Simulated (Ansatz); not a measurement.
hcp Zr was calculated with r²SCAN (Ansatz, a quantum-chemistry and plane-wave program, PAW).

Numerical settings: plane-wave cutoff 500 eV, 30×30×14 k mesh (along the axes of the cell as run), Fermi–Dirac smearing 0.1 eV, scalar-relativistic PAW data made under PBE.

Computed at the level's own relaxed cell.

Task: Give the computed equilibrium volume per atom, lattice parameter a and lattice parameter c.

Result: 
- equilibrium volume per atom: 23.51 Å³/atom
- lattice parameter a: 3.243 Å
- lattice parameter c: 5.160 Å

Measured, for comparison: lattice constant a 3.232 Å, lattice parameter c 5.148 Å (293 K, not corrected to a static lattice; as tabulated in Wikipedia's data pages). Computed (rounded) less measured: lattice constant a +0.3 %, lattice parameter c +0.2 %.

The computed numbers hold no vibrational or temperature effects.

It cost roughly 3 core-minutes of CPU time.
